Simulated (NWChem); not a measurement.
**CH5BN (SMILES B[N]C): UHF/3-21G**

Aim: the vertical ionisation energy of CH5BN at UHF/3-21G, from 2 runs. 

Program for the calculation: NWChem 7.3.0.

4 further runs of the same task are left out: 2 that didn't finish, 2 set aside as unsound or not needed.

**1. The molecule**

CH5BN has 8 atoms, charge 0, and is taken as a doublet. As SMILES, `B[N]C`. Geometry: relaxed at PBE0-D4/def2-TZVP.

Bond lengths: B1–N2 1.332 Å, N2–C3 1.390 Å, B1–H4 1.210 Å, B1–H5 1.203 Å, C3–H6 1.096 Å, C3–H7 1.096 Å, C3–H8 1.102 Å. Angles: B1–N2–C3 164.6°, N2–B1–H4 118.7°, N2–B1–H5 121.1°, N2–C3–H6 112.2°, N2–C3–H7 112.2°, N2–C3–H8 109.0°, H4–B1–H5 120.3°, H6–C3–H7 109.2°, H6–C3–H8 107.0°, H7–C3–H8 107.0°.

**2. Energy and gradient at UHF/3-21G**

File ch5bn.nw:

```
start ch5bn
title "CH5BN"
memory total 2200 mb
charge 0

geometry units angstrom noautosym nocenter noautoz
   B       -0.373900       1.096100      -0.965000
   N        0.058500       0.275600      -0.008700
   C        0.339600      -0.835900       0.776800
   H       -1.007800       0.632300      -1.885400
   H       -0.143000       2.276400      -0.921600
   H       -0.096400      -0.755000       1.778600
   H        1.416200      -1.018200       0.865300
   H       -0.101000      -1.728600       0.304400
end

basis spherical bse
   B library 3-21G
   N library 3-21G
   C library 3-21G
   H library 3-21G
end

scf
   nopen 1
   uhf
   thresh 1e-08
   maxiter 80
   print low
end

task scf gradient
```

Run with:

```bash
$ nwchem ch5bn.nw > ch5bn.out
```

The program printed:

```text
Northwest Computational Chemistry Package (NWChem) 7.3.0
             --------------------------------------------------------

           Job information
           ---------------

    nwchem branch   = 7.3.0
    use scalapack   = T
    input           = ch5bn.nw
    prefix          = ch5bn.
    data base       = ./ch5bn.db
    status          = startup
    nproc           =        1

           Memory information
           ------------------

    heap     =     72089596 doubles =      550.0 Mbytes
    stack    =     72089601 doubles =      550.0 Mbytes
    global   =    144179200 doubles =     1100.0 Mbytes (distinct from heap & stack)
    total    =    288358397 doubles =     2200.0 Mbytes
    verify   = yes
    hardfail = no

           Directory information
           ---------------------

  0 permanent = .
  0 scratch   = .

                                NWChem Input Module
                                -------------------

                                       CH5BN
                                       -----

 Scaling coordinates for geometry "geometry" by  1.889725989
 (inverse scale =  0.529177249)

                             Geometry "geometry" -> ""
                             -------------------------

 Output coordinates in angstroms (scale by  1.889725989 to convert to a.u.)

  No.       Tag          Charge          X              Y              Z
 ---- ---------------- ---------- -------------- -------------- --------------
    1 B                    5.0000    -0.37390000     1.09610000    -0.96500000
    2 N                    7.0000     0.05850000     0.27560000    -0.00870000
    3 C                    6.0000     0.33960000    -0.83590000     0.77680000
    4 H                    1.0000    -1.00780000     0.63230000    -1.88540000
    5 H                    1.0000    -0.14300000     2.27640000    -0.92160000
    6 H                    1.0000    -0.09640000    -0.75500000     1.77860000
    7 H                    1.0000     1.41620000    -1.01820000     0.86530000
    8 H                    1.0000    -0.10100000    -1.72860000     0.30440000

      Atomic Mass
      -----------

      B                 11.009310
      N                 14.003070
      C                 12.000000
      H                  1.007825

 Effective nuclear repulsion energy (a.u.)      63.8586499372

            Nuclear Dipole moment (a.u.)
            ----------------------------
        X                 Y               Z
 ---------------- ---------------- ----------------
     1.2200070982     3.4037744506    -0.1583590378

            XYZ format geometry
            -------------------
     8
 geometry
 B                    -0.37390000     1.09610000    -0.96500000
 N                     0.05850000     0.27560000    -0.00870000
 C                     0.33960000    -0.83590000     0.77680000
 H                    -1.00780000     0.63230000    -1.88540000
 H                    -0.14300000     2.27640000    -0.92160000
 H                    -0.09640000    -0.75500000     1.77860000
 H                     1.41620000    -1.01820000     0.86530000
 H                    -0.10100000    -1.72860000     0.30440000

 ==============================================================================
                                internuclear distances
 ------------------------------------------------------------------------------
       center one      |      center two      | atomic units |  angstroms
 ------------------------------------------------------------------------------
    2 N                |   1 B                |     2.51745  |     1.33218
    3 C                |   2 N                |     2.62628  |     1.38977
    4 H                |   1 B                |     2.28655  |     1.20999
    5 H                |   1 B                |     2.27420  |     1.20346
    6 H                |   3 C                |     2.07030  |     1.09556
    7 H                |   3 C                |     2.07021  |     1.09551
    8 H                |   3 C                |     2.08231  |     1.10191
 ------------------------------------------------------------------------------
                         number of included internuclear distances:          7
 ==============================================================================

 ==============================================================================
                                 internuclear angles
 ------------------------------------------------------------------------------
        center 1       |       center 2       |       center 3       |  degrees
 ------------------------------------------------------------------------------
    2 N                |   1 B                |   4 H                |   118.69
    2 N                |   1 B                |   5 H                |   121.06
    4 H                |   1 B                |   5 H                |   120.26
    1 B                |   2 N                |   3 C                |   164.57
    2 N                |   3 C                |   6 H                |   112.17
    2 N                |   3 C                |   7 H                |   112.18
    2 N                |   3 C                |   8 H                |   108.95
    6 H                |   3 C                |   7 H                |   109.24
    6 H                |   3 C                |   8 H                |   107.02
    7 H                |   3 C                |   8 H                |   107.02
 ------------------------------------------------------------------------------
                            number of included internuclear angles:         10
 ==============================================================================

                      Basis "ao basis" -> "" (spherical)
                      -----
  [basis functions not shown]

 Summary of "ao basis" -> "" (spherical)
 ------------------------------------------------------------------------------
       Tag                 Description            Shells   Functions and Types
 ---------------- ------------------------------  ------  ---------------------
 B                           3-21G                   5        9   3s2p
 N                           3-21G                   5        9   3s2p
 C                           3-21G                   5        9   3s2p
 H                           3-21G                   2        2   2s

                                 NWChem SCF Module
                                 -----------------

                                       CH5BN

  ao basis        = "ao basis"
  functions       =    37
  atoms           =     8
  alpha electrons =    12
  beta  electrons =    11
  charge          =   0.00
  wavefunction    = UHF
  input vectors   = atomic
  output vectors  = ./ch5bn.movecs
  use symmetry    = F
  symmetry adapt  = F

 Forming initial guess at       0.0s

 Starting SCF solution at       0.1s

       Final UHF  results
       ------------------

         Total SCF energy =   -119.211368779918
      One electron energy =   -286.115158688819
      Two electron energy =    103.045139971749
 Nuclear repulsion energy =     63.858649937153

                       Sz =      0.5000
                 Sz(Sz+1) =      0.7500
                      S^2 =      0.7830

        Time for solution =      1.1s

                              NWChem Gradients Module
                              -----------------------

                         UHF ENERGY GRADIENTS

    atom               coordinates                        gradient
                 x          y          z           x          y          z
   1 B      -0.706569   2.071329  -1.823586    0.013738  -0.024431   0.029878
   2 N       0.110549   0.520808  -0.016441   -0.006177  -0.000920  -0.009992
   3 C       0.641751  -1.579622   1.467939   -0.005923   0.031033  -0.018846
   4 H      -1.904466   1.194874  -3.562889   -0.002928  -0.002813  -0.004056
   5 H      -0.270231   4.301772  -1.741571    0.001018   0.005458   0.000114
   6 H      -0.182170  -1.426743   3.361067   -0.003960   0.000104   0.006511
   7 H       2.676230  -1.924119   1.635180    0.007346  -0.001878  -0.000335
   8 H      -0.190862  -3.266580   0.575233   -0.003115  -0.006553  -0.003273

 Task  times  cpu:        1.4s     wall:        1.4s
 Total times  cpu:        1.4s     wall:        1.4s
```

Run time: 2 s. Hardware: 1 thread of Intel Xeon 6975P-C (Granite Rapids), shared host; peak memory 0.1 GiB.

**3. The singlet cation: the energy at HF/3-21G**

File run.py:

```python
from ase import Atoms
from ase.calculators.nwchem import NWChem

mol = Atoms(['B', 'N', 'C', 'H', 'H', 'H', 'H', 'H'], positions=[
    [-0.373900, 1.096100, -0.965000],
    [0.058500, 0.275600, -0.008700],
    [0.339600, -0.835900, 0.776800],
    [-1.007800, 0.632300, -1.885400],
    [-0.143000, 2.276400, -0.921600],
    [-0.096400, -0.755000, 1.778600],
    [1.416200, -1.018200, 0.865300],
    [-0.101000, -1.728600, 0.304400],
])

calc = NWChem(
    label='struct',
    theory='scf',
    memory='2200 mb',
    basis='3-21G',
    basispar='spherical bse',
    charge=1,
    scf={'nopen': '0', 'rhf': None, 'thresh': '1e-08', 'maxiter': '80', 'print': 'low'},
    task='energy',
)
mol.calc = calc

e = mol.get_potential_energy()
print(f"E = {e:.6f} eV")
```

Run with:

```bash
$ export ASE_NWCHEM_COMMAND="nwchem PREFIX.nwi > PREFIX.nwo"
$ python run.py
```

The program printed:

```text
E = -3234.448552 eV
```

The calculator wrote struct.nwi:

```
title "struct"

permanent_dir struct

scratch_dir struct

start struct

geometry units angstrom nocenter noautosym noautoz
  B  -3.7390000000000001e-01 1.0961000000000001e+00 -9.6499999999999997e-01
  N  5.8500000000000003e-02 2.7560000000000001e-01 -8.6999999999999994e-03
  C  3.3960000000000001e-01 -8.3589999999999998e-01 7.7680000000000005e-01
  H  -1.0078000000000000e+00 6.3229999999999997e-01 -1.8854000000000000e+00
  H  -1.4299999999999999e-01 2.2764000000000002e+00 -9.2159999999999997e-01
  H  -9.6400000000000000e-02 -7.5500000000000000e-01 1.7786000000000000e+00
  H  1.4161999999999999e+00 -1.0182000000000000e+00 8.6529999999999996e-01
  H  -1.0100000000000001e-01 -1.7285999999999999e+00 3.0440000000000000e-01
end

charge 1

memory 2200 mb

basis spherical bse noprint
   * library 3-21G
end

scf
  nopen 0
  rhf
  thresh 1e-08
  maxiter 80
  print low
end

task scf energy
```

struct.nwo:

```text
Northwest Computational Chemistry Package (NWChem) 7.3.0
             --------------------------------------------------------

           Job information
           ---------------

    nwchem branch   = 7.3.0
    use scalapack   = T
    input           = struct.nwi
    prefix          = struct.
    data base       = struct/struct.db
    status          = startup
    nproc           =        1

           Memory information
           ------------------

    heap     =     72089598 doubles =      550.0 Mbytes
    stack    =     72089595 doubles =      550.0 Mbytes
    global   =    144179200 doubles =     1100.0 Mbytes (distinct from heap & stack)
    total    =    288358393 doubles =     2200.0 Mbytes
    verify   = yes
    hardfail = no

           Directory information
           ---------------------

  0 permanent = struct
  0 scratch   = struct

                                NWChem Input Module
                                -------------------

                                      struct
                                      ------

 Scaling coordinates for geometry "geometry" by  1.889725989
 (inverse scale =  0.529177249)

                             Geometry "geometry" -> ""
                             -------------------------

 Output coordinates in angstroms (scale by  1.889725989 to convert to a.u.)

  No.       Tag          Charge          X              Y              Z
 ---- ---------------- ---------- -------------- -------------- --------------
    1 B                    5.0000    -0.37390000     1.09610000    -0.96500000
    2 N                    7.0000     0.05850000     0.27560000    -0.00870000
    3 C                    6.0000     0.33960000    -0.83590000     0.77680000
    4 H                    1.0000    -1.00780000     0.63230000    -1.88540000
    5 H                    1.0000    -0.14300000     2.27640000    -0.92160000
    6 H                    1.0000    -0.09640000    -0.75500000     1.77860000
    7 H                    1.0000     1.41620000    -1.01820000     0.86530000
    8 H                    1.0000    -0.10100000    -1.72860000     0.30440000

      Atomic Mass
      -----------

      B                 11.009310
      N                 14.003070
      C                 12.000000
      H                  1.007825

 Effective nuclear repulsion energy (a.u.)      63.8586499372

            Nuclear Dipole moment (a.u.)
            ----------------------------
        X                 Y               Z
 ---------------- ---------------- ----------------
     1.2200070982     3.4037744506    -0.1583590378

            XYZ format geometry
            -------------------
     8
 geometry
 B                    -0.37390000     1.09610000    -0.96500000
 N                     0.05850000     0.27560000    -0.00870000
 C                     0.33960000    -0.83590000     0.77680000
 H                    -1.00780000     0.63230000    -1.88540000
 H                    -0.14300000     2.27640000    -0.92160000
 H                    -0.09640000    -0.75500000     1.77860000
 H                     1.41620000    -1.01820000     0.86530000
 H                    -0.10100000    -1.72860000     0.30440000

 ==============================================================================
                                internuclear distances
 ------------------------------------------------------------------------------
       center one      |      center two      | atomic units |  angstroms
 ------------------------------------------------------------------------------
    2 N                |   1 B                |     2.51745  |     1.33218
    3 C                |   2 N                |     2.62628  |     1.38977
    4 H                |   1 B                |     2.28655  |     1.20999
    5 H                |   1 B                |     2.27420  |     1.20346
    6 H                |   3 C                |     2.07030  |     1.09556
    7 H                |   3 C                |     2.07021  |     1.09551
    8 H                |   3 C                |     2.08231  |     1.10191
 ------------------------------------------------------------------------------
                         number of included internuclear distances:          7
 ==============================================================================

 ==============================================================================
                                 internuclear angles
 ------------------------------------------------------------------------------
        center 1       |       center 2       |       center 3       |  degrees
 ------------------------------------------------------------------------------
    2 N                |   1 B                |   4 H                |   118.69
    2 N                |   1 B                |   5 H                |   121.06
    4 H                |   1 B                |   5 H                |   120.26
    1 B                |   2 N                |   3 C                |   164.57
    2 N                |   3 C                |   6 H                |   112.17
    2 N                |   3 C                |   7 H                |   112.18
    2 N                |   3 C                |   8 H                |   108.95
    6 H                |   3 C                |   7 H                |   109.24
    6 H                |   3 C                |   8 H                |   107.02
    7 H                |   3 C                |   8 H                |   107.02
 ------------------------------------------------------------------------------
                            number of included internuclear angles:         10
 ==============================================================================

                                 NWChem SCF Module
                                 -----------------

                                      struct

  ao basis        = "ao basis"
  functions       =    37
  atoms           =     8
  closed shells   =    11
  open shells     =     0
  charge          =   1.00
  wavefunction    = RHF
  input vectors   = atomic
  output vectors  = struct/struct.movecs
  use symmetry    = F
  symmetry adapt  = F

 Forming initial guess at       0.0s

 Starting SCF solution at       0.1s

       Final RHF  results
       ------------------

         Total SCF energy =   -118.863792849337
      One-electron energy =   -279.580928168197
      Two-electron energy =     96.858485381707
 Nuclear repulsion energy =     63.858649937153

        Time for solution =      0.9s

 Task  times  cpu:        1.0s     wall:        1.0s
 Total times  cpu:        1.0s     wall:        1.0s
```

Wall time 2.2 s (1 thread of Intel Xeon 6975P-C (Granite Rapids), shared host); peak memory 0.1 GiB.

**4. Outcome**

Level: UHF/3-21G.

```
                                          quantity          value
                       doublet CH5BN: total energy  -119.21137 Eh
                               doublet CH5BN: ⟨S²⟩          0.783
           doublet CH5BN: largest force on an atom     2.107 eV/Å
                      singlet cation: total energy  -118.86379 Eh
vertical ionisation energy (to the singlet cation)       9.458 eV
```

Removing an electron at fixed nuclei costs 9.46 eV (913 kJ/mol). The largest force (doublet CH5BN) is 2.11 eV/Å: the shape isn't a stationary point for this species at this level. Only the singlet of the ionised species was computed; a triplet could lie lower.
